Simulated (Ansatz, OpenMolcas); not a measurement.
A ladder of methods for BH2F (SMILES BF)

BH2F: 4 atoms, total charge 0, spin state singlet. As SMILES, `BF`. Geometry: relaxed at PBE0-D4/def2-TZVP.

| atom | x (Å) | y (Å) | z (Å) |
| --- | --- | --- | --- |
| B | -0.0273 | -0.0040 | -0.0308 |
| F | 1.0612 | -0.2967 | 0.6499 |
| H | -1.0125 | -0.6491 | 0.1862 |
| H | 0.0342 | 0.8896 | -0.8256 |

Each level gives the energy change with the B1–H3 bond stretched from 1.197 to 1.377 Å (eV). The values are calculated.

```csv
level,kind,program,value (eV),less CCSD(T)/cc-pVTZ,CPU time (all runs)
BLYP/cc-pVTZ (restricted),GGA,OpenMolcas,0.27,-0.03,32 s
M06-L/cc-pVTZ (restricted),meta-GGA,OpenMolcas,0.32,+0.02,41 s
TPSS/cc-pVTZ (restricted),meta-GGA,OpenMolcas,0.29,-0.01,46 s
BHLYP/cc-pVTZ (restricted),global hybrid,OpenMolcas,0.34,+0.04,27 s
r2SCAN0/cc-pVTZ (restricted),hybrid meta-GGA,Ansatz,0.31,+0.01,9.2 s
wB97M-V/cc-pVTZ (restricted),range-separated hybrid,Ansatz,0.31,+0.01,31 s
PBE-QIDH/cc-pVTZ (restricted),double hybrid,Ansatz,0.32,+0.02,7.1 s
RPA@PBE/cc-pVTZ (restricted),RPA,Ansatz,0.29,-0.01,8.4 s
MP2/cc-pVTZ (restricted),perturbation theory,OpenMolcas,0.32,+0.02,12 s
CCSD(T)/cc-pVTZ (restricted),coupled cluster or CI,Ansatz,0.30,0.00,15 s
```

Differences are taken from CCSD(T)/cc-pVTZ (restricted) for orientation; it has basis-set and higher-order errors of its own. The first shape isn't each level's own minimum. The values span 0.27 to 0.34 eV. CPU times are rough (shared hosts, several kinds of processor): they show what a rung costs within a factor of a few.
